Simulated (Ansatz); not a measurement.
## Ansatz (development build ahead of 0.2.0) run

```yaml
crystal:
  periodic: [false, false, false]
  atoms:
    - { symbol: C, position_ang: [0.0, 0.0, -0.66551] }
    - { symbol: C, position_ang: [0.0, 0.0, 0.66551] }
    - { symbol: H, position_ang: [0.0, -0.85794, -1.19838] }
    - { symbol: H, position_ang: [0.0, 0.85794, -1.19838] }
    - { symbol: H, position_ang: [-0.85794, 0.0, 1.19838] }
    - { symbol: H, position_ang: [0.85794, 0.0, 1.19838] }
basis:
  gaussian: { orbitals: cc-pVTZ }
magnetization:
  spin_polarized: true
  initial_magnetization: 2
hamiltonian:
  xc: hf
```

The input is written out in the form of the current development build from the run's settings.

Output:

```
Converged                       : yes
Total energy                    : -77.96656 hartree
Spin squared of the determinant : 2.011
```

Caution: another spin multiplicity may lie lower.
